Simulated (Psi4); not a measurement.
**B2H4F− (SMILES B[BH2-]F) at MP3/aug-cc-pVDZ**

Aim: the vertical singlet–triplet gap of B2H4F− at MP3/aug-cc-pVDZ, from 2 runs. 

The calculation is run with Psi4 1.11.

## 1. The structure to begin with

B2H4F−: 7 atoms, total charge -1, spin state singlet. SMILES: `B[BH2-]F`. Geometry: relaxed at GFN2-xTB.

Bond lengths: B1–B2 1.681 Å, B2–F3 1.482 Å, B1–H4 1.197 Å, B1–H5 1.194 Å, B2–H6 1.236 Å, B2–H7 1.237 Å. Angles: B1–B2–F3 115.0°, B1–B2–H6 111.7°, B1–B2–H7 111.7°, F3–B2–H6 105.7°, F3–B2–H7 105.6°, B2–B1–H4 120.9°, B2–B1–H5 127.4°, H6–B2–H7 106.6°, H4–B1–H5 111.7°.

## 2. The energy at MP3/aug-cc-pVDZ

The input, job.py:

```python
import psi4

psi4.set_memory('1600 MB')
psi4.set_num_threads(1)
psi4.set_output_file('b2fh4.out', False)

mol = psi4.geometry("""
-1 1
B
B 1 1.680731
F 2 1.481517 1 114.96789
H 1 1.196988 2 120.91753 3 -179.89171
H 1 1.19421 4 111.71081 2 -179.99213
H 2 1.23602 3 105.67463 1 123.67466
H 2 1.236684 6 106.64121 3 -112.04869
units angstrom
symmetry c1
""")

psi4.set_options({
    'basis': 'aug-cc-pVDZ',
    'puream': True,
    'e_convergence': 1e-09,
    'd_convergence': 1e-08,
    'scf_type': 'pk',
    'num_frozen_docc': 3,
    'mp_type': 'conv',
})

e_tot = psi4.energy("mp3")
print(f'total energy {e_tot:.8f} hartree = {e_tot * 27.211386:.5f} eV')
```

The run is started by

```console
python job.py
```

b2fh4.out, cut to the lines that bear on the results:

```text
[...]
  Running in c1 symmetry.
[...]
  Nuclear repulsion =   54.246353331715980
[...]
  Multiplicity = 1
[...]
  Nalpha       = 12
  Nbeta        = 12
[...]
    Number of basis functions: 105
[...]
   @RHF iter   1:  -151.03566214634264   -1.14300e+00   4.02413e-03 ADIIS/DIIS
[...]
   @RHF iter  11:  -151.15353832779897   -2.78533e-12   2.39816e-09 DIIS
[...]
    Orbital Energies [Eh]
    ---------------------
    Doubly Occupied:
       1A    -26.009974     2A     -7.386700     3A     -7.349826
       4A     -1.291299     5A     -0.533344     6A     -0.458055
       7A     -0.385630     8A     -0.384723     9A     -0.339396
      10A     -0.278739    11A     -0.198427    12A     -0.170292
[...]
  @RHF Final Energy:  -151.15353832779897
   => Energetics <=
    Nuclear Repulsion Energy =             54.2463533317159801
    One-Electron Energy =                -321.2269757240611057
    Two-Electron Energy =                 115.8270840645461703
    Total Energy =                       -151.1535383277989695
[...]
 Multipole Moments:
 ------------------------------------------------------------------------------------
     Multipole            Electronic (a.u.)      Nuclear  (a.u.)        Total (a.u.)
 ------------------------------------------------------------------------------------
 L = 1.  Multiply by 2.5417464519 to convert [e a0] to [Debye]
 Dipole X            :         -0.0038990            0.0024390           -0.0014600
 Dipole Y            :         -3.3817873            2.9124116           -0.4693757
 Dipole Z            :          1.9806907           -2.3296220           -0.3489313
 Magnitude           :                                                    0.5848664
[...]
	SCS-MP2 Total Energy (a.u.)        :  -151.57004845800174
	SOS-MP2 Total Energy (a.u.)        :  -151.57078841283618
[...]
	SOS-PI-MP2 Total Energy (a.u.)     :  -151.60288457322363
[...]
	MP2 Total Energy (a.u.)            :  -151.56856854833291
[...]
	SCS-MP3 Total Energy (a.u.)        :  -151.57696852906278
[...]
	MP3 Total Energy (a.u.)            :  -151.59624883257709
[...]
```

On the terminal:

```text
total energy -151.59624883 hartree = -4125.14404 eV
```

Wall time 18 s (1 thread of Intel Xeon Platinum 8488C (Sapphire Rapids), shared host); peak memory 1.3 GiB.

## 3. The triplet

The input, calc.dat:

```
memory 1600 mb

molecule m {
  -1 3
  B
  B 1 1.680731
  F 2 1.481517 1 114.96789
  H 1 1.196988 2 120.91753 3 -179.89171
  H 1 1.19421 4 111.71081 2 -179.99213
  H 2 1.23602 3 105.67463 1 123.67466
  H 2 1.236684 6 106.64121 3 -112.04869
  units angstrom
  symmetry c1
}

set {
  basis aug-cc-pVDZ
  reference uhf
  puream true
  e_convergence 1e-09
  d_convergence 1e-08
  scf_type pk
  num_frozen_docc 3
  maxiter 200
  mp_type conv
}

e, wfn = energy("mp3", return_wfn=True)
```

The run is started by

```console
psi4 -n 1 calc.dat calc.out
```

calc.out, cut to the lines that bear on the results:

```text
[...]
  Running in c1 symmetry.
[...]
  Nuclear repulsion =   54.246353331715980
[...]
  Multiplicity = 3
[...]
  Nalpha       = 13
  Nbeta        = 11
[...]
    Number of basis functions: 105
[...]
   @UHF iter   1:  -150.93117878087219   -1.03851e+00   3.67683e-03 DIIS/ADIIS
[...]
   @UHF iter  15:  -151.05146683900207   -1.28750e-11   8.55567e-09 DIIS
[...]
   @S^2 Observed:                2.015957041E+00
[...]
  @UHF Final Energy:  -151.05146683900207
   => Energetics <=
    Nuclear Repulsion Energy =             54.2463533317159801
    One-Electron Energy =                -320.2205754070838566
    Two-Electron Energy =                 114.9227552363658162
    Total Energy =                       -151.0514668390020745
  UHF NO Occupations:
  HONO-2 :   11  A 1.9969258
  HONO-1 :   12  A 1.0000000
[...]
 Multipole Moments:
 ------------------------------------------------------------------------------------
     Multipole            Electronic (a.u.)      Nuclear  (a.u.)        Total (a.u.)
 ------------------------------------------------------------------------------------
 L = 1.  Multiply by 2.5417464519 to convert [e a0] to [Debye]
 Dipole X            :         -0.0029683            0.0024390           -0.0005294
 Dipole Y            :         -3.3231262            2.9124116           -0.4107146
 Dipole Z            :          3.2923775           -2.3296220            0.9627554
 Magnitude           :                                                    1.0467019
[...]
	SCS-MP2 Total Energy (a.u.)        :  -151.45410239820072
	SOS-MP2 Total Energy (a.u.)        :  -151.45242073226041
[...]
	SOS-PI-MP2 Total Energy (a.u.)     :  -151.48326333943410
[...]
	MP2 Total Energy (a.u.)            :  -151.45746573008137
[...]
	SCS-MP3 Total Energy (a.u.)        :  -151.46066224746880
[...]
	MP3 Total Energy (a.u.)            :  -151.48370512715368
[...]
```

It took 35 s on 1 thread of Intel Xeon Platinum 8488C (Sapphire Rapids), shared host; peak memory 1.4 GiB.

## 4. Summary of results

At MP3/aug-cc-pVDZ, 3 core orbitals frozen:

```
                                                           quantity          value
                                              singlet: total energy  -151.59625 Eh
                       singlet: HOMO energy (Hartree–Fock orbitals)       -4.63 eV
                       singlet: LUMO energy (Hartree–Fock orbitals)        3.81 eV
     singlet: HOMO–LUMO gap (to an unbound level, set by the basis)        8.44 eV
               singlet: correlation energy (3 core orbitals frozen)     -442.7 mEh
                                              triplet: total energy  -151.48371 Eh
triplet: HOMO energy (Hartree–Fock orbitals) (highest over α and β)       -1.37 eV
 triplet: LUMO energy (Hartree–Fock orbitals) (lowest over α and β)        3.89 eV
               triplet: correlation energy (3 core orbitals frozen)     -432.2 mEh
                         triplet: ⟨S²⟩ of the reference determinant          2.016
                   vertical energy of the triplet above the singlet       3.062 eV
```

In words: At this shape the triplet lies 3.06 eV (295 kJ/mol) above the singlet.
